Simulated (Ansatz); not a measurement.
## Structure relaxation of CdMo

Theory: DFT PBE, scalar-relativistic, plane waves, PAW in Ansatz. Cutoff 420 eV, Γ-centred k mesh, Gaussian smearing, no spin polarisation in the final step.

CdMo was placed on the NaTl (B32) structure type (Fd-3m, No. 227), with Cd in place of Na, Mo in place of Tl, at a guessed volume.

```xyz
4
Lattice="0.0000 3.4616 3.4616 3.4616 0.0000 3.4616 3.4616 3.4616 0.0000" Properties=species:S:1:pos:R:3 pbc="T T T"
Cd    3.4616    3.4616    3.4616
Cd    5.1923    5.1923    5.1923
Mo    0.0000    0.0000    0.0000
Mo    1.7308    1.7308    1.7308
```

Steps on the 4×4×4 mesh (4 atoms). 3 of 4 steps are shown, and the free energy counts from the last. Trial steps that were taken back and renewals of the plane-wave basis can be among the rows.

```json
{"step": "1", "ΔF (meV/atom)": "155.0", "V (Å³/atom)": "20.74", "P (GPa)": "-15.18"}
{"step": "2", "ΔF (meV/atom)": "-0.9", "V (Å³/atom)": "17.85", "P (GPa)": "0.45"}
{"step": "4", "ΔF (meV/atom)": "0.0", "V (Å³/atom)": "17.92", "P (GPa)": "-0.15"}
```

A final relaxation ran on a 12×12×12 mesh. The relaxed crystal, Fd-3m (No. 227):

```
Cd Mo
1.0
     0.00000    3.29460    3.29460
     3.29460    0.00000    3.29460
     3.29460    3.29460    0.00000
Cd Mo
2 2
Cartesian
  3.2946 3.2946 3.2946
  4.9419 4.9419 4.9419
  0.0000 0.0000 0.0000
  1.6473 1.6473 1.6473
```

```yaml
Volume_per_atom: 17.88 Å³
Density: 9.68 g/cm³
Energy_over_the_elements: 0.58 eV/atom
Gap_on_the_12×12×12_mesh: 0 eV (a metal)
```

Energies over the elements count from the elements' standard structures at the same level, with no empirical corrections.

The final run used a 12×12×12 mesh on its 4-atom cell and 0.10 eV smearing. For metals, differences of a few meV/atom aren't resolved.

Symmetry constrained the relaxation, so the result can be a saddle point.

Cost: 3 runs of about 0.65 core-minutes in all, on Intel Xeon 6975P-C (Granite Rapids) (shared hosts).